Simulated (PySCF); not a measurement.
**How close CCSD(T) comes to the exact answer in a basis**

Each species is computed at the geometry given (Å), with frozen cores, in PySCF 2.14.0: RHF-CCSD(T) for singlets, UHF-CCSD(T) otherwise, and full CI in the same basis. The script picks the determinant by trial CCSD, so it needn't be the lowest Hartree–Fock solution. States: SiH4⁺ doublet Ag, SiH4⁺ doublet Ag, Al2H quartet A''. Cases whose determinant has another symmetry than full CI's state, or whose (Q) step broke down, weren't drawn.

Problem. Judging by size, spin and bonding and the diagnostics given, rank them by the size of CCSD(T)'s error in total energy against full CI in the same basis, smallest first (an estimate).
A. SiH$_{4}$⁺, doublet, 6-31G: Si 0.000 0.000 0.000; H -0.016 1.604 1.593; H -0.025 -1.593 1.603; H 0.025 1.593 -1.603; H 0.016 -1.604 -1.593. T1 0.121, (T) -139 meV in a correlation energy of -3.33 eV
B. SiH₄⁺, doublet, 6-31G: Si 0.000 0.000 0.000; H -0.011 1.091 1.084; H -0.017 -1.084 1.091; H 0.017 1.084 -1.091; H 0.011 -1.091 -1.084. T1 0.017, (T) -29 meV in a correlation energy of -2.08 eV
C. Al2H, quartet, 6-31G: Al -0.605 0.000 0.972; Al 0.597 0.000 -1.059; H 0.201 0.000 2.335. T1 0.049, (T) -48 meV in a correlation energy of -1.83 eV

Solution. B (16.6 meV), C (27.6 meV), A (143.5 meV).

```tsv
species	basis	correlated electrons	CCSD(T) − full CI (meV)	CCSDT(Q) − full CI (meV)	unpaired electrons (full CI)	T1	⟨S²⟩ of the determinant
SiH4⁺, doublet	6-31G	7	16.6	–	1.03	0.017	0.81
Al2H, quartet	6-31G	7	27.6	–	3.05	0.049	3.77
SiH4⁺, doublet	6-31G	7	143.5	–	1.90	0.121	1.61
```

Unpaired electrons are Σ n²(2−n)² over natural occupations; an open shell counts its own unpaired electrons too. Frozen cores follow each run's orbitals, which moves totals by a few meV. No single determinant describes SiH4⁺, doublet well, by full CI's occupations. A dash: (Q) wasn't run for open shells.
